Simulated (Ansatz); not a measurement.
Basis-set extrapolation for ethylene carbonate (`O=C1OCCO1`) (PBE0-D4/def2-TZVP geometry, frozen core, Ansatz). Multiplicity 1, RHF reference.

```json
{"": "HF", "def2-TZVPP": "-340.676003", "def2-QZVPP": "-340.691236"}
{"": "MP2 correlation", "def2-TZVPP": "-1.166835", "def2-QZVPP": "-1.253924"}
{"": "CCSD(T) correlation", "def2-TZVPP": "-1.233980", "def2-QZVPP": "not run"}
```

Energies in hartree. Use E(X) = E(∞) + A·exp(−7.88·√X) for Hartree–Fock and E(X) = E(∞) + B·X^(−2.97) for correlation, with X = 3 and 4, and add CCSD(T) minus MP2 of the smaller set to the MP2 limit.

Q: What is the CCSD(T) energy at the basis-set limit?

A: HF limit: -340.691236 + (-0.015233) × 0.13774 = -340.69333. MP2 limit: -1.253924 + (-0.087089) × 0.74074 = -1.31843. Higher-order term: -1.233980 − (-1.166835) = -0.06715. Total: -342.07891 hartree, 106.0 kcal/mol below CCSD(T)/def2-TZVPP.
